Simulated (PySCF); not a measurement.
## Si: ionisation energy

Si [Ne] 3s2 3p2 (3P) → Si⁺ [Ne] 3s2 3p1 (2P), as a difference of total energies. All numbers are calculated (PySCF 2.14, no relativity, point nucleus, in def2-TZVP (5s5p2d1f, 37 functions)). Correlated levels: valence: [Ne] frozen. The calculations carry no spin-orbit coupling.

Question: Order these methods by the ionisation energy they give, lowest first.
A. BP86
B. SCS-MP2 (valence)
C. CCSD (valence)
D. CCSD(T) (valence)

Answer: B (7.953 eV), C (8.067 eV), D (8.105 eV), A (8.255 eV).

Errors of the correlated levels include the incompleteness of this basis and the frozen core.

For comparison: 8.157 eV (measured; NIST levels, between the centres of gravity of the two terms).
